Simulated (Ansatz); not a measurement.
Ansatz input

```yaml
crystal:
  lattice:
    - [0.0, 2.4629815844, 2.4629815844]
    - [2.4629815844, 0.0, 2.4629815844]
    - [2.4629815844, 2.4629815844, 0.0]
  atoms:
    - { symbol: Ce, position: [0.0, 0.0, 0.0], spin: 1.0 }
hamiltonian:
  xc: blyp
  pseudopotentials:
    kind: paw
    azcp:
      Ce: "pseudopotentials/Ce.paw.azcp"
basis:
  ecutwfc: 420
  fft_grid_basis: typed
kpoints:
  mp_grid: { grid: [15, 15, 15], shift: [0, 0, 0] }
magnetization:
  spin_polarized: true
scf:
  occupations: { method: fermi_dirac, width: 0.05 }
```

and its output:

```
band count auto-derived: 16 (N_el = 12.0; filled up to band 6; 11 by the electrons, moments and atoms)
Engine: ansatz 0.2.0, x86_64-unknown-linux-gnu
Pseudopotentials: kind: paw
Pseudopotential: Ce, paw, valence charge 12, recommended cutoff 420 eV (normal) 
Functional definition: BLYP
  parameter beta = 0.0042
  parameter a = 0.04918
  parameter b = 0.132
  parameter c = 0.2533
  parameter d = 0.349
  exchange = b88_x(beta = beta)
  correlation = lyp_c(a = a, b = b, c = c, d = d)
Crystal: 1 atoms, lattice volume = 29.882 Å³
Basis set: ecut = 420 eV, 561 PW (Γ), exchange–correlation on 48×48×48 points (8 copies of the dense FFT grid, shifted against one another)
Bands: 16, of which v1, the nominal top of the filled ones, is band 6 counted from 1 (5 counted from 0)
Symmetry: 48 space group operations
Space group: Fm-3m (ITA 225), of the structure as read, at distance tolerance 3.1e-5 Å
Magnetic group: BNS 225.116 (UNI 1618), of the structure as read, at distance tolerance 3.1e-5 Å
k-points: 120 of 3375
Non-local potential: Ce, projectors of the file, l = 0: 3, l = 1: 2, l = 2: 2, l = 3: 3
PAW form: soft (Blöchl's): semilocal exchange-correlation on the pseudo side does not see the compensation charge
PAW frozen core: Ce, regenerated for the run's functional, and the local potential with it (the file was generated under x = pbe(κ = 0.804, μ = 0.2195149727645171), c = pbe(β = 0.06672455060314922))
PAW one-centre angular grid: Ce, 590 points (default); XC on 64 Gauss nodes
Initial density: superposition of atomic densities (chi_scale 0.1, normalization cell)
Starting moments: Σ|m| = 1 μB on 1 of 1 site
Initial wavefunctions: pseudopotential atomic-orbital guess
Functional: x = b88, c = lyp
SCF iter   1: F=—  HF=-6595.812094 eV  |F-HF|=—  |Δ(HF+E_count)|=         —  Δρ=1.09e-1 (↑1.09e-1 ↓8.67e-2)  dr2=5.14e0  dr2_m=4.69e-1  M=0.137 μB ∫|m|=0.137 μB  β_m=0.30  ethr=3.10e-3  ⟨swp⟩=5.7  Hψ=19580  notcnv=0
Mixer restart at iter 1: flushing history
SCF iter   2: F=—  HF=-6595.111039 eV  |F-HF|=—  |Δ(HF+E_count)|=   7.01e-1  Δρ=7.38e-2 (↑7.38e-2 ↓6.08e-2)  dr2=2.16e0  dr2_m=2.40e-1  M=0.108 μB ∫|m|=0.108 μB  β_m=0.58  ethr=3.10e-3  ⟨swp⟩=3.1  Hψ=11618  notcnv=0  defer=25
SCF iter   3: F=—  HF=-6594.500464 eV  |F-HF|=—  |Δ(HF+E_count)|=   6.11e-1  Δρ=9.92e-3 (↑5.66e-3 ↓9.92e-3)  dr2=1.74e-2  dr2_m=4.14e-3  M=0.044 μB ∫|m|=0.044 μB  β_m=0.79  ethr=3.10e-3  ⟨swp⟩=4.0  Hψ=11429  notcnv=0  defer=25
SCF iter   4: F=—  HF=-6594.625177 eV  |F-HF|=—  |Δ(HF+E_count)|=   1.25e-1  Δρ=4.43e-3 (↑2.05e-3 ↓4.43e-3)  dr2=1.29e-2  dr2_m=4.86e-4  M=0.020 μB ∫|m|=0.020 μB  β_m=0.90  ethr=1.45e-4  ⟨swp⟩=3.5  Hψ=10810  notcnv=0  defer=4
SCF iter   5: F=—  HF=-6594.663606 eV  |F-HF|=—  |Δ(HF+E_count)|=   3.84e-2  Δρ=1.16e-3 (↑8.28e-4 ↓1.16e-3)  dr2=1.58e-4  dr2_m=9.06e-5  M=0.008 μB ∫|m|=0.008 μB  β_m=0.95  ethr=1.08e-4  ⟨swp⟩=3.0  Hψ=9304  notcnv=0  defer=4
SCF iter   6: F=—  HF=-6594.671200 eV  |F-HF|=—  |Δ(HF+E_count)|=   7.59e-3  Δρ=1.10e-3 (↑8.32e-4 ↓1.10e-3)  dr2=9.91e-4  dr2_m=5.42e-6  M=0.002 μB ∫|m|=0.002 μB  β_m=0.95  ethr=1.32e-6  ⟨swp⟩=2.0  Hψ=8009  notcnv=0  defer=3
SCF iter   7: F=—  HF=-6594.674432 eV  |F-HF|=—  |Δ(HF+E_count)|=   3.23e-3  Δρ=1.01e-4 (↑5.45e-5 ↓1.01e-4)  dr2=1.66e-6  dr2_m=1.29e-6  M=-0.001 μB ∫|m|=0.001 μB  β_m=0.93  ethr=1.32e-6  ⟨swp⟩=3.8  Hψ=9546  notcnv=0  defer=3
SCF iter   8: F=—  HF=-6594.676302 eV  |F-HF|=—  |Δ(HF+E_count)|=   1.87e-3  Δρ=1.13e-4 (↑1.13e-4 ↓6.27e-5)  dr2=7.15e-6  dr2_m=2.09e-7  M=-0.000 μB ∫|m|=0.001 μB  β_m=0.93  ethr=1.39e-8  ⟨swp⟩=2.2  Hψ=5975  notcnv=0  defer=3
SCF iter   9: F=—  HF=-6594.676327 eV  |F-HF|=—  |Δ(HF+E_count)|=   2.51e-5  Δρ=2.11e-5 (↑1.44e-5 ↓2.11e-5)  dr2=3.08e-8  dr2_m=8.07e-8  M=-0.000 μB ∫|m|=0.000 μB  β_m=0.91  ethr=1.39e-8  ⟨swp⟩=2.8  Hψ=6611  notcnv=0  defer=3
SCF iter  10: F=—  HF=-6594.676327 eV  |F-HF|=—  |Δ(HF+E_count)|=   6.14e-8  Δρ=5.17e-6 (↑5.17e-6 ↓5.14e-6)  dr2=2.11e-8  dr2_m=7.17e-10  M=0.000 μB ∫|m|=0.000 μB  β_m=0.95  ethr=2.57e-10  ⟨swp⟩=2.0  Hψ=5490  notcnv=0  defer=3
SCF iter  11: F=—  HF=-6594.676327 eV  |F-HF|=—  |Δ(HF+E_count)|=   6.87e-8  Δρ=1.83e-6 (↑8.48e-7 ↓1.83e-6)  dr2=1.53e-9  dr2_m=9.06e-11  M=-0.000 μB ∫|m|=0.000 μB  β_m=0.98  ethr=1.76e-10  ⟨swp⟩=2.0  Hψ=5739  notcnv=0  defer=3
SCF iter  12: F=-6594.676327 eV  HF=-6594.676327 eV  |F-HF|=2.91e-11  |Δ(HF+E_count)|=   4.63e-9  Δρ=2.15e-7 (↑2.08e-7 ↓2.15e-7)  dr2=4.27e-11  dr2_m=1.50e-12  M=-0.000 μB ∫|m|=0.000 μB  ethr=1.27e-11  ⟨swp⟩=1.1  Hψ=10590  notcnv=0
SCF 1 converged in 12 iterations: F = -6594.676327 eV  dr2 = 4.27e-11
WARN: the starting moments were not kept: the SCF closed with an absolute magnetisation of 1.8e-6 μB, where they sum to 1 μB in size (1 site). That is at most 0.1 of that sum. Measured as dr2_m measures the in/out step, that magnetisation stands 5.8e-13 eV from none, at or under the dr2_threshold of 1.0e-7 eV: it is no larger than a step whose dr2_m would equal this threshold. The system may hold no moment; this SCF shows only that its start led to no more than that. To try another start: raise the starting moments (crystal.atoms[].spin, magnetization.per_species, magnetization.initial_magnetization, or on a non-collinear deck that types none of these the spinor_matrix: blocks that start its atoms; where the total moment is fixed, keep their sum and leave initial_magnetization as it is; typed ones take the place of any that the run laid by itself, positive ones on a crystal's lanthanoids without a Hubbard term where scf.initial_density.shell_occupations: [] is typed) or, if the notice of its spin-set hold's release reads "site moments contracting" or "site moments show no strong build", lengthen the hold (scf.mixing.spin_hold: { on: { confirm: 4 } }; for m-r²SCAN on two components see the key's manual first). Each may lead to a state that holds a moment. A second SCF, from the converged charge density, with the starting moments and any scf.initial_density.shell_occupations laid on it anew, would have followed, and was not run: the deck does not ask for one (magnetization.retry_lost_moments is false, the default). To let it run, set magnetization.retry_lost_moments: true and run the deck again, where that key's refused combinations let it; where memory then withholds it, that run's warning says so.
SCF converged after 12 iterations
Magnetization: -0.0000 μB (6.0000 up, 6.0000 down)
Absolute magnetization: 0.0000 μB (∫|ρ↑−ρ↓|, with the PAW one-centre terms)
Spin contamination: 0.0000 ħ² per cell (⟨S²⟩ above its minimum at these occupations)
Per-site moments (μB) at R_I (Å): [(2.0438036977355763e-7, 1.4368125587201324)]
Free energy (F): -6594.676327 eV
Harris-Foulkes:  -6594.676327 eV  (|F-HF|=2.91e-11)
Internal energy: -6594.652408 eV  (E = F + TS)
E sigma→0 (E₀):  -6594.664368 eV
Entropy (-TS):   -0.023919 eV (-23.919 meV/atom)
Fermi energy:    14.843026 eV
--- Per-component energies (eV) ---
  E_band       = 1.978917
  E_kinetic    = 371.659058
  E_local      = -359.213993  (includes V_loc(G=0)·N_el)
  E_nonlocal   = -39.792375
  E_hartree    = 118.879034
  E_xc         = -219.220900
  E_vxc        = -242.915826  (∫ρ·V_xc dr)
  E_paw        = -5502.091660  (= ΣΔE_a)
  E_vpaw       = 34.484101  (= ΣTr[D̂ρ^β])
  E_aug_tail   = 0.000000  (compensation charges beyond the density's cutoff)
  E_ewald      = -964.982442
  E_core_change = 0.110871  (= ΣΔE_core)
  E_smearing   = -0.023919  (= −TS)
  E_closure    = 0.000000  (closes the sum)
  Σ components = -6594.676327   (vs F -6594.676327, Δ=0.00e0)
```

With an open f shell the SCF can settle in more than one state.
